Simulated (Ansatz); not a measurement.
# HCB, triplet: the ladder up to full CI

Geometry: a point of a breathe scan, not a stationary point.

```yaml
atoms:
  - { symbol: B, position_ang: [0.0000, 0.0000, 1.8636] }
  - { symbol: C, position_ang: [0.0000, 0.0000, -0.1394] }
  - { symbol: H, position_ang: [0.0000, 0.0000, -1.7242] }
```

Basis 6-31G; Ansatz 0.2.0. Only valence electrons are correlated (noble-gas cores frozen), which leaves 8 electrons in 18 orbitals. R marks a restricted (for open shells ROHF) determinant, U an unrestricted one. Active spaces: valence = (8e, 9o) chosen from the atoms' valence shells; pair = (4e, 4o) about the gap.

Full CI is exact within this basis and frozen core; it isn't the basis-set limit. The frozen core follows each run's orbitals, which can shift R against U totals by a few meV.

Unrestricted rows (U) aren't spin-pure: their determinants' ⟨S²⟩ exceeds S(S+1) by up to 0.22, so they mix in states of higher spin. For open shells CISD and CISDTQ are restricted-active-space CI with the open shells as a complete middle space.

- UHF ⟨S²⟩: 2.355
- ⟨S²⟩ of the determinant under UCCSD: 2.220
- T1 diagnostic (RCCSD): 0.0475
- largest doubles amplitude (RCCSD): 0.133
- T1 diagnostic (UCCSD): 0.0598

| level | E − E(full CI) (kcal/mol) | share of correlation (%) | wall time |
| --- | --- | --- | --- |
| RHF | 101.57 | 0.00 | – |
| RMP2 | 34.17 | 66.36 | – |
| UMP2 | 34.98 | 65.56 | – |
| CISD | 12.76 | 87.43 | 0.51 s |
| RCCSD | 5.49 | 94.59 | – |
| UCCSD | 5.45 | 94.64 | – |
| RCCSD(T) | 1.63 | 98.40 | 0.72 s |
| UCCSD(T) | 1.91 | 98.12 | 1.2 s |
| BCCD(T) | 1.70 | 98.33 | 0.66 s |
| RCCSDT | 0.38 | 99.62 | – |
| UCCSDT | 0.39 | 99.62 | – |
| CISDTQ | 0.60 | 99.41 | 4.5 s |
| RCCSDT(Q) | 0.06 | 99.94 | 2.4 s |
| UCCSDT(Q) | -0.05 | 100.05 | 2.9 s |
| RCCSDTQ | 0.00 | 100.00 | 22 s |
| UCCSDTQ | 0.00 | 100.00 | 24 s |
| CASSCF (pair space) | 76.64 | 24.54 | – |
| NEVPT2 (pair space) | 28.53 | 71.91 | 0.24 s |
| MRCISD (pair space) | 8.63 | 91.51 | – |
| MRCISD+Q (pair space) | -0.03 | 100.03 | 0.72 s |
| CASSCF (valence space) | 24.61 | 75.77 | – |
| NEVPT2 (valence space) | 6.21 | 93.89 | 2.4 s |
| MRCISD (valence space) | 0.77 | 99.24 | – |
| MRCISD+Q (valence space) | 0.22 | 99.78 | 3.3 s |
| MRCISD+Q(relaxed) (valence space) | -0.13 | 100.13 | 4 s |

The correlation energy at full CI, counted from RHF, is -4.404 eV. That run took 17 s on 1 thread of Arm Neoverse V2, shared host over 2,340,352 determinants.

Run but not shown, since their state, orbitals or frozen core can't be matched to the reference's or they repeat it: UHF.

Times hold each run's SCF and search for its determinant on a shared host, so for small cases they say little of a method's own cost; they ran on 1 thread of Arm Neoverse V2. Some runs computed forces too.

Not variational, and here over 5 meV under the exact energy: MRCISD+Q(relaxed) (valence space).

The full-CI state has the irrep A2 of C2v, in the program's axes (one component, if the state is degenerate).

Natural occupations of full CI about the gap: 1.944 1.895 1.848 0.979 0.979 0.130 0.069 0.069 0.054 0.007; effectively unpaired electrons, Σ n²(2−n)², 2.24.
